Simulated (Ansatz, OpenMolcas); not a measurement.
**C2H4 (ethylene): the vertical energy of the triplet above the singlet from total energies**

The species is C2H4 (6 atoms), meant as a singlet with charge 0. SMILES: `C=C`. Geometry: relaxed at GFN2-xTB.

Both states at this one shape; open shells run unrestricted unless said. 1 Eh = 27.2114 eV.

```
                            level     program  singlet C2H4 (Eh)  triplet C2H4 (Eh)
HF/STO-3G, open shells restricted  OpenMolcas         -77.073722         -76.928954
                        HF/STO-3G      Ansatz         -77.073722         -76.935849
                     BHLYP/STO-3G      Ansatz         -77.567419         -77.388997
                   r2SCAN0/STO-3G      Ansatz         -77.568050         -77.392136
```

**Question.** Work out the vertical gap, second state less first, at each level.

**Answer.** 
1. HF/STO-3G, open shells restricted: -76.928954 − (-77.073722) = 0.144768 Eh = 3.94 eV.
2. HF/STO-3G: -76.935849 − (-77.073722) = 0.137873 Eh = 3.75 eV.
3. BHLYP/STO-3G: -77.388997 − (-77.567419) = 0.178422 Eh = 4.86 eV.
4. r2SCAN0/STO-3G: -77.392136 − (-77.568050) = 0.175914 Eh = 4.79 eV.

No measured value is set beside it here; the levels span 3.75 to 4.86 eV. Hartree–Fock favours the state with fewer electron pairs, since it lacks pair correlation. Minimal sets are far from the basis-set limit.
